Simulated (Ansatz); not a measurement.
A nudged elastic band was laid between two geometries of C2H6N2S (11 atoms, charge 0, multiplicity 1).

The calculation used Ansatz 0.2.0, RKS BLYP-D4/6-31G.

```yaml
movable_images: 5
climbing_image: yes
spring: 5.0 eV/Å²
optimiser: quadratic models (default)
start_path: through a guess of the saddle point
force_threshold: 0.05 eV/Å
iteration_limit: 60
end_points: relaxed
```

Image 0:

```xyz
11
Properties=species:S:1:pos:R:3
C -1.832 -0.100 0.043
S -0.431 -1.355 -0.349
C 1.118 -0.297 0.068
N 2.094 -0.696 0.811
N 1.093 0.953 -0.519
H -1.678 0.317 1.046
H -1.863 0.698 -0.709
H -2.764 -0.681 0.011
H 1.939 -1.602 1.277
H 1.875 1.575 -0.327
H 0.514 1.132 -1.331
```

Image 6:

```xyz
11
Properties=species:S:1:pos:R:3
C -1.800 -0.616 0.346
S -0.917 0.761 -0.628
C 0.888 0.338 -0.104
N 1.276 -0.382 0.893
N 1.774 0.948 -0.963
H -1.350 -1.588 0.105
H -1.744 -0.413 1.425
H -2.848 -0.590 0.021
H 0.548 -0.720 1.535
H 2.767 0.870 -0.760
H 1.471 1.335 -1.849
```

Problem. What changes between the two ends?

Solution. No bond is made or broken. The dihedral C1–S2–C3–N4 goes from 131 to -18°.

Problem. Give the energies along the band, and the barrier.

Solution. The forces met the threshold. The highest image is number 1 of 0 to 6, 0.007 eV above the first end and 0.091 eV above the last; the last end lies 0.083 eV below the first. The top lies less than 8 meV above the higher end, about what the thresholds resolve: that end is a shoulder or a very shallow well. A vibrational analysis at the climbing image gives one clearly imaginary mode, 46i cm⁻¹: a first-order saddle point. Limits of this set-up: no polarisation functions.

```csv
image,path coordinate (Å),energy (eV),dihedral C1–S2–C3–N4 (°)
0,0.00,0.000,131
1,1.45,0.007,94
2,2.31,-0.012,70
3,3.18,-0.056,47
4,4.04,-0.079,26
5,4.91,-0.080,6
6,5.77,-0.083,-18
```

Problem. What is the geometry of the highest image?

Solution. 
```xyz
11
Properties=species:S:1:pos:R:3:forces:R:3
C -1.808 -0.226 0.180 0.00 0.00 0.00
S -0.428 -1.196 -0.742 0.00 0.00 0.00
C 1.069 -0.186 -0.024 -0.02 -0.01 -0.01
N 1.756 -0.499 1.018 0.01 0.01 0.01
N 1.304 0.948 -0.769 0.01 0.01 0.01
H -1.690 -0.362 1.263 0.00 0.00 0.00
H -1.750 0.837 -0.087 0.00 0.00 0.00
H -2.761 -0.654 -0.157 0.00 0.00 0.00
H 1.460 -1.363 1.493 -0.01 0.00 0.00
H 2.075 1.554 -0.497 0.00 0.00 0.00
H 0.837 1.089 -1.656 0.00 0.00 0.00
```

The band took 21 iterations and roughly 5 core-minutes.

Time of the run: 5.5 min on 1 thread of Arm Neoverse V1, on a shared host, peak memory 0.12 GiB.
